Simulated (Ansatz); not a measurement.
Ideal-gas functions of CH₄Al₂ (`[CH2]1[AlH][AlH]1`) at 800 K and 1 bar, from an Ansatz frequency run at PBE0-D4/def2-TZVP.

Molar mass 70.01 g/mol, point group Cs (symmetry number 1), electronic degeneracy 1, moments of inertia 31.958, 97.291, 126.195 u Å². Harmonic wavenumbers (cm⁻¹, unscaled): 131, 323, 378, 395, 468, 562, 563, 592, 757, 818, 1298, 1878, 1886, 2805, 3132.

Use S(trans) = R[1.5 ln M + 2.5 ln T − 1.1517]; rotational temperatures θ = 24.2544 K / I; S(rot) = R[ln(√π/σ · √(T³/θAθBθC)) + 1.5]; for each mode x = 1.438777 ν̃/T, S = R[x/(eˣ − 1) − ln(1 − e⁻ˣ)] and H = RT x/(eˣ − 1); 1 cm⁻¹ = 0.0119627 kJ/mol; R = 8.31446 J/(mol·K).

By hand: the entropy, in J/(mol·K).

Translation 182.4. Rotation: θ = 0.7589, 0.2493, 0.1922 K, giving 114.4. Vibration, mode by mode: 20.35, 12.95, 11.68, 11.33, 9.99, 8.57, 8.56, 8.18, 6.36, 5.82, 2.93, 1.28, 1.27, 0.33, 0.20, in all 109.8. Electronic 0.0. Sum 406.6 J/(mol·K).

By hand: H − E and G − E in kJ/mol, counted from the electronic energy.

Zero-point energy ½ × 15986 × 0.0119627 = 95.6; thermal vibration 45.3; translation, rotation and pV give 4 RT = 26.6. H − E = 167.5 kJ/mol, and G − E = 167.5 − 800 × 406.6/1000 = -157.8 kJ/mol.

Vibration gives 27 % of the entropy, 20.4 J/(mol·K) of it from the mode under 150 cm⁻¹: soft modes count most, and the harmonic formula is weakest for them.
